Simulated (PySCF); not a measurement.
**CO: calculation and literature**

Bonds (- single, = double, # triple, : aromatic): C1#O2 1.123 Å. Formal charges: C1 -1, O2 +1.

- PBE0-D3(BJ)/def2-TZVP structure
- NMR shieldings at PBE0/pcSseg-2/GIAO
- J couplings at B3LYP/pcJ-2
- run in PySCF
- single conformer, in vacuum, non-relativistic Hamiltonian

Reference values: measured (gas, 300 K; A. A. Auer, PhD thesis, Mainz 2002 (Auer, Gauss, Stanton, JCP 2003, 118, 10407)).
```tsv
atoms	quantity	reference	computed
C1	σ ¹³C	0.9	-16.6
```

Reference values: measured (gas; G. L. Stoychev, PhD thesis, Univ. Bonn 2021 (Stoychev, Auer, Izsak, Neese, JCTC 2018, 14, 619)).
```json
{"atoms": "C1", "quantity": "σ ¹³C", "reference": "0.9", "computed": "-16.6"}
{"atoms": "O2", "quantity": "σ ¹⁷O", "reference": "-62.7", "computed": "-80.6"}
```

Reference values: measured (gas; Olsson, Cremer, J. Chem. Phys. 1996, 105, 8995 (gas-phase data of Jameson 1987, Jameson 1981, Wasylishen 1984)).
```csv
atoms,quantity,reference,computed
C1,δ ¹³C vs CH4 (gas),194.1,208.3
O2,δ ¹⁷O vs H2O (gas),386.3,410.1
```

Reference values: measured (gas; L. Olsson, D. Cremer, J. Chem. Phys. 105 (1996) 8995).
| atoms | quantity | reference | computed |
| --- | --- | --- | --- |
| O2 | δ ¹⁷O vs gaseous H2O | 386.3 | 410.1 |

Absolute shieldings are compared as such; zero-point and thermal motion, absent here, lowers them by some tenths of a ppm for H, a few ppm for C and up to about 10 ppm for F.

Computed shifts are σ(ref) − σ with the named reference compound (TMS for H and C) calculated as an isolated molecule at the same level. The measured values may be among those fitted. Shieldings were converted by linear fits to measured shifts (mostly CDCl3, TMS scale, for H and C): ¹³C: δ = 173.50 − 0.940σ (rms 2.1 ppm, 507 shifts, 2.1 ppm with the 1 outlier that the fit left out); ¹⁷O: δ = 268.17 − 0.915σ (rms 11.4 ppm, 77 shifts, 13.0 ppm with the 2 outliers that the fit left out vs liquid water, solution or neat liquid). A few per cent of atoms miss by over 2 rms, more outside the fitted compound classes.

Coupling constants in Hz:
| coupling | reference | computed | source |
| --- | --- | --- | --- |
| ¹J(C1,O2) | 14.6 | 18.0 | CC3; gas (equilibrium); Jessen and Sauer, arXiv:2312.00705; CC3 and CCSD from Faber, Sauer, Gauss 2017 |
| ¹J(C1,O2) | 16.4 | 18.0 | measured; Jessen and Sauer, arXiv:2312.00705; CC3 and CCSD from Faber, Sauer, Gauss 2017 |
| ¹J(C1,O2) | 15.7 | 18.0 | experiment minus calculated vibrational correction (empirical equilibrium); gas (equilibrium); T. W. Keal, PhD thesis, Durham 2005 (values of Ruden, Lutnaes, Helgaker, Ruud 2003) |

Question: How far are the unscaled ¹³C shieldings from the references?

Answer: Mean signed difference -17.50 ppm, mean absolute 17.50 ppm over 2 comparisons; the largest is -17.5 ppm at C1 (carbon of CO).

Question: How far are the unscaled ¹⁷O shifts from the references?

Answer: Mean signed difference +23.80 ppm, mean absolute 23.80 ppm over 2 comparisons; the largest is +23.8 ppm at O2 (oxygen bonded to C).

9 of the 35 published NMR values on file for this molecule are compared. The rest: values from further sources, other calculations.
